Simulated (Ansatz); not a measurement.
How far each method lies from full CI for AlN, triplet

Geometry: a point of a stretch scan, not a stationary point.

```
atom   x (Å)   y (Å)   z (Å)
  Al  0.0000  0.0000  0.0000
   N  0.0000  0.0000  1.9630
```

Basis 6-31G; Ansatz 0.2.0. Correlated methods freeze the noble-gas cores, which leaves 8 electrons in 16 orbitals. Prefix R: restricted or restricted open-shell reference; prefix U: unrestricted. Active spaces: valence = (8e, 8o) chosen from the atoms' valence shells; pair = (4e, 4o) about the gap.

Full CI is exact within this basis and frozen core; it isn't the basis-set limit. The frozen core follows each run's orbitals, which can shift R against U totals by a few meV.

For open shells CISD and CISDTQ are restricted-active-space CI with the open shells as a complete middle space.

The UHF ⟨S²⟩ is 2.032. The T1 diagnostic (RCCSD) is 0.0256 and the largest doubles amplitude (RCCSD) is 0.080. The T1 diagnostic (UCCSD) is 0.0216.

| level | E − E(full CI) (meV) | share of correlation (%) | wall time |
| --- | --- | --- | --- |
| RHF | 2917 | 0.00 | – |
| RMP2 | 708 | 75.74 | – |
| UMP2 | 684 | 76.55 | – |
| CISD | 213 | 92.70 | 0.84 s |
| RCCSD | 65 | 97.76 | – |
| UCCSD | 63 | 97.83 | – |
| RCCSD(T) | 19 | 99.33 | 1.2 s |
| UCCSD(T) | 19 | 99.36 | 2.6 s |
| BCCD(T) | 19 | 99.35 | 1.3 s |
| RCCSDT | 7 | 99.76 | – |
| UCCSDT | 6 | 99.79 | – |
| CISDTQ | 6 | 99.81 | 2.5 s |
| RCCSDT(Q) | 1 | 99.97 | 3.2 s |
| UCCSDT(Q) | 0 | 100.01 | 5.5 s |
| RCCSDTQ | 0 | 100.00 | 19 s |
| UCCSDTQ | -1 | 100.02 | 22 s |
| CASSCF (pair space) | 2434 | 16.53 | – |
| NEVPT2 (pair space) | 670 | 77.01 | 0.87 s |
| MRCISD (pair space) | 162 | 94.43 | – |
| MRCISD+Q (pair space) | -13 | 100.46 | 1.4 s |
| CASSCF (valence space) | 1508 | 48.30 | – |
| NEVPT2 (valence space) | 355 | 87.81 | 2.7 s |
| MRCISD (valence space) | 62 | 97.87 | – |
| MRCISD+Q (valence space) | 21 | 99.28 | 3.3 s |

The correlation energy at full CI, counted from RHF, is -2.917 eV. That run took 8.5 s on 1 thread of Arm Neoverse V1, shared host over 827,648 determinants.

Run but not shown, since their state, orbitals or frozen core can't be matched to the reference's or they repeat it: UHF.

Times hold each run's SCF and search for its determinant on a shared host, so for small cases they say little of a method's own cost; they ran on 1 thread of Arm Neoverse V1.

Not variational, and here over 5 meV under the exact energy: MRCISD+Q (pair space).

The full-CI state has the irrep A2 of C2v, in the program's axes (one component, if the state is degenerate).

Natural occupations of full CI about the gap: 1.981 1.960 1.891 0.992 0.992 0.049 0.049 0.045 0.015 0.007; effectively unpaired electrons, Σ n²(2−n)², 2.08.
